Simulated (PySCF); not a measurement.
# From one method to the next for NaC (quartet)

Starting from one script, swap the method and compare what comes out for NaC (quartet).

Program: PySCF 2.14.0. Level of theory: method and basis as typed in the scripts. These are calculated values, not measurements.

7 further runs of the same task are left out: 7 that didn't finish.

### Step 1. The starting structure

NaC (quartet): 2 atoms, charge 0, spin multiplicity 4.

Bond lengths: Na1–C2 2.057 Å.

### Step 2. The run that the others are compared with

input.py reads:

```python
from pyscf import gto, scf, cc

mol = gto.M(
    atom='Na 0 0 0; C 0 0 2.057',
    basis='6-311++g**',
    charge=0,
    spin=3,
    symmetry=True,
    verbose=4,
)
mf = scf.ROHF(mol)
mf.kernel()
mycc = cc.CCSD(mf, frozen=2)
mycc.kernel()
e = mycc.eeccsd(nroots=3)[0]
print('roots (eV) =', (e*27.211386).round(3))
mf.dip_moment()
print('orbital energies (hartree):', mf.mo_energy[..., max(0, mol.nelec[1]-3):mol.nelec[0]+3].round(4))
```

Started as:

```bash
OMP_NUM_THREADS=1 python input.py
```

### Step 3. Stability test (UHF)

Run 1 changes step after the SCF: eomee → stability; SCF type: ROHF → UHF; point-group symmetry: on → off.

input.py reads:

```python
from pyscf import gto, scf

mol = gto.M(
    atom='Na 0 0 0; C 0 0 2.057',
    basis='6-311++g**',
    charge=0,
    spin=3,
    verbose=4,
)
mf = scf.UHF(mol)
mf.kernel()
mf.stability(internal=True, external=True)
mf.dip_moment()
print('orbital energies (hartree):', [e[max(0, n-3):n+3].round(4) for e, n in zip(mf.mo_energy, mol.nelec)])
```

### Step 4. Polarisability (UHF)

Run 2 changes step after the SCF: eomee → polarizability; SCF type: ROHF → UHF.

input.py reads:

```python
from pyscf import gto, scf
from pyscf.prop.polarizability import uhf as pol

mol = gto.M(
    atom='Na 0 0 0; C 0 0 2.057',
    basis='6-311++g**',
    charge=0,
    spin=3,
    symmetry=True,
    verbose=4,
)
mf = scf.UHF(mol)
mf.kernel()
print('polarizability (a.u.)')
print(pol.Polarizability(mf).polarizability().round(4))
mf.dip_moment()
print('orbital energies (hartree):', [e[max(0, n-3):n+3].round(4) for e, n in zip(mf.mo_energy, mol.nelec)])
```

### Step 5. Population analysis

Run 3 changes step after the SCF: eomee → analyze.

input.py reads:

```python
from pyscf import gto, scf

mol = gto.M(
    atom='Na 0 0 0; C 0 0 2.057',
    basis='6-311++g**',
    charge=0,
    spin=3,
    symmetry=True,
    verbose=4,
)
mf = scf.ROHF(mol)
mf.kernel()
mf.analyze()
print('orbital energies (hartree):', mf.mo_energy[..., max(0, mol.nelec[1]-3):mol.nelec[0]+3].round(4))
```

### Step 6. Pw91 (ROKS)

Run 4 changes functional: none (Hartree–Fock) → pw91; SCF type: ROHF → ROKS; step after the SCF: eomee → analyze.

input.py reads:

```python
from pyscf import gto, dft

mol = gto.M(
    atom='Na 0 0 0; C 0 0 2.057',
    basis='6-311++g**',
    charge=0,
    spin=3,
    symmetry=True,
    verbose=4,
)
mf = dft.ROKS(mol, xc='pw91')
mf.kernel()
mf.analyze()
print('orbital energies (hartree):', mf.mo_energy[..., max(0, mol.nelec[1]-3):mol.nelec[0]+3].round(4))
```

### Step 7. UHF

Run 5 changes SCF type: ROHF → UHF.

input.py, as its differences from that of step 2:

```diff
@@ -10,3 +10,3 @@
 )
-mf = scf.ROHF(mol)
+mf = scf.UHF(mol)
 mf.kernel()
@@ -17,2 +17,2 @@
 mf.dip_moment()
-print('orbital energies (hartree):', mf.mo_energy[..., max(0, mol.nelec[1]-3):mol.nelec[0]+3].round(4))
+print('orbital energies (hartree):', [e[max(0, n-3):n+3].round(4) for e, n in zip(mf.mo_energy, mol.nelec)])
```

### Step 8. CCSD(T)

Run 6 changes step after the SCF: eomee → ccsd(t).

input.py, as its differences from that of step 2:

```diff
@@ -14,4 +14,3 @@
 mycc.kernel()
-e = mycc.eeccsd(nroots=3)[0]
-print('roots (eV) =', (e*27.211386).round(3))
+mycc.ccsd_t()
 mf.dip_moment()
```

What does the calculation give? Wanted: for each run, E(SCF); from base; gap, α spin; SCF dipole; after the SCF.

As calculated:

```csv
run,E(SCF) (hartree),from base (eV),cycles,"gap, α spin (eV)",SCF dipole (D),after the SCF
base,-199.576478,0,27,n/a,7.95,"CCSD correlation -5.780 eV, core frozen, first root 1.67 eV"
stability test (UHF),-199.578070,-0.0433,12,7.67,8.00,stable
polarisability (UHF),-199.578070,-0.0433,12,7.67,8.00,n/a
population analysis,-199.576478,0.0000,27,n/a,7.95,n/a
pw91 (ROKS),-200.148793,not comparable,11,n/a,6.69,n/a
UHF,-199.578070,-0.0433,12,7.67,8.00,"CCSD correlation -5.739 eV, core frozen, first root 1.53 eV"
CCSD(T),-199.576478,0.0000,27,n/a,7.95,"CCSD(T) correlation -5.863 eV, core frozen"
```

What this shows: Total energies of different functionals can't be compared with each other; differences within one functional can.
